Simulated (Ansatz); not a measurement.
System: body-centred tetragonal In. Method: LDA (Ansatz, an electronic-structure program, plane waves, PAW).

Run with plane-wave cutoff 520 eV, 24×24×24 k mesh, Fermi–Dirac smearing 0.05 eV, scalar-relativistic PAW data made under PBE.

Properties against volume:

Shape and atoms are relaxed at each volume.

```
V (Å³/atom)  P (GPa)  c (Å)  a (Å)
-----------  -------  -----  -----
23.609          2.27  4.804  3.135
24.101          1.07  4.843  3.155
24.593          0.01  4.875  3.176
25.085         -0.93  4.909  3.197
25.576         -1.76  4.948  3.215
```

Note: the bulk modulus comes from volumes at which shape and atoms were relaxed.
